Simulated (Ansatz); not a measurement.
Cost and result for the atomization energy of C4H6O (11 atoms, 10 bonds).

```xyz
11

C    -0.800   -0.060   -1.726
C     0.260   -0.462   -0.816
C     0.219   -0.465    0.554
C     0.854    0.395    1.581
O    -0.399   -1.533    0.767
H    -0.804   -0.611   -2.667
H    -0.542    0.984   -1.980
H    -1.797   -0.049   -1.272
H     1.554   -0.198    2.173
H     0.077    0.762    2.256
H     1.379    1.238    1.131
```

Total charge 0; spin multiplicity 1. The bonds changed during the relaxation, so this is another structure than the one it started from. The structure was optimised at the PBE0-D4/def2-TZVP level. Program: Ansatz. All runs use 4 threads of an Arm Neoverse V1 on a shared host. Times are those of one run each, without the atoms' runs, and a repeat can differ threefold. Electronic energies, without spin–orbit coupling; frozen cores. CCSD(T)/CBS adds CCSD(T) − MP2 in def2-TZVPP to the MP2 limit, and its time is that of the two runs behind it. T1 = 0.029; the RHF reference is unstable towards UHF. B3LYP takes the VWN-RPA correlation (the form of Gaussian; ORCA's B3LYP/G).

CCSD(T)/CBS is a level of theory with its own doubt, some kJ/mol a heavy atom from the limit and from the frozen cores, so smaller differences don't rank the functionals.

```csv
level,functions,wall time,atomization (kcal/mol),difference from CCSD(T)/CBS,per bond
PBE-D4/def2-TZVPP (with forces),239,2.1 s,1103.5,44.8,4.5
PBE0-D4/def2-TZVPP,239,2.1 s,1072.5,13.8,1.4
B3LYP-D4/def2-TZVPP (with forces),239,3.5 s,1065.6,6.9,0.7
r2SCAN-D4/def2-TZVPP (with forces),239,3.8 s,1071.3,12.6,1.3
B2PLYP/def2-TZVPP,239,5.5 s,1054.0,-4.7,-0.5
ωB97X-V/def2-TZVPP,239,6.5 s,1061.1,2.4,0.2
ωB97M-V/def2-TZVPP (with forces),239,9.5 s,1064.2,5.5,0.6
MP2/def2-QZVPP,465,24 s,1065.0,6.3,0.6
CCSD(T)/def2-TZVPP,239,2.3 min,1032.0,-26.7,-2.7
CCSD(T)/CBS(def2),–,2.7 min,1058.7,0.0,0.0
```

From PBE to PBE0 (25 % exact exchange), in def2-TZVPP and without D4, the atomization energy moves by −30.3 kcal/mol: exact exchange takes away binding that semilocal exchange gives to molecules. The D4 term adds +6.7 kcal/mol with B3LYP and +3.5 kcal/mol with PBE0; it sums over pairs of atoms, weighted by their polarisabilities, and B3LYP, whose exchange is more repulsive, gets the larger term. In def2-TZVPP, CCSD(T) changes the Hartree–Fock value by +276.4 kcal/mol (the triples alone add +21.0 kcal/mol) and MP2 by +293.7 kcal/mol; breaking electron pairs costs correlation energy, which Hartree–Fock lacks.
